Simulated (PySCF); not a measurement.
Species: CH3CH2CH2CHFCH3, C5H11F.
Atom-mapped SMILES: `[CH3:1][CH2:2][CH2:3][C@@H:4]([CH3:5])[F:6]` (hydrogens: H7, H8, H9 on C1; H10, H11 on C2; H12, H13 on C3; H14 on C4; H15, H16, H17 on C5)

The geometry is computed with GFN2-xTB (gas phase).

(1) Give the optimised bond lengths and angles.

## Answers

(1) 
| bond | length (pm) | order |
| --- | --- | --- |
| C1–C2 | 152.3 | single |
| C2–C3 | 152.8 | single |
| C3–C4 | 152.6 | single |
| C4–C5 | 152.1 | single |
| C4–F6 | 138.7 | single |
| C1–H7, C1–H8, C1–H9 | 108.8 | single |
| C2–H10 | 109.2 | single |
| C2–H11 | 109.3 | single |
| C3–H12 | 109.1 | single |
| C3–H13 | 109.2 | single |
| C4–H14 | 109.9 | single |
| C5–H15, C5–H16, C5–H17 | 108.7 | single |

Bonds in one row agree within 1 pm and their mean is given. Orders are formal, as drawn. A selection of angles:
| angle | degrees |
| --- | --- |
| C2–C1–H7 | 110.5 |
| C2–C1–H8 | 110.6 |
| H7–C1–H8 | 108.4 |
| C1–C2–C3 | 111.7 |
| C1–C2–H10 | 109.6 |
| C1–C2–H11 | 109.5 |
| C3–C2–H10 | 108.9 |
| C3–C2–H11 | 109.2 |
| H10–C2–H11 | 107.8 |
| C2–C3–C4 | 112.1 |
| C2–C3–H12 | 109.9 |
| C2–C3–H13 | 109.5 |
| C4–C3–H12 | 108.2 |
| C4–C3–H13 | 108.8 |
| H12–C3–H13 | 108.3 |
| C3–C4–C5 | 113.1 |
| C3–C4–F6 | 108.8 |
| C3–C4–H14 | 110.4 |
| C5–C4–F6 | 108.3 |
| C5–C4–H14 | 110.7 |
| F6–C4–H14 | 105.2 |
| C4–C5–H15 | 109.9 |
| H15–C5–H16 | 109.1 |

Dihedral angles: C1–C2–C3–C4 180° (antiperiplanar); C2–C3–C4–C5 178° (antiperiplanar).

Of the pairs four or more bonds apart, F6···H10 is among the closest relative to their van der Waals radii: 2.57 Å, 96 % of the sum of Bondi's values.

Point group: C1 (no symmetry element, even within 0.4 Å). GFN2-xTB frequencies: not computed here. The numbers are those of one conformer.
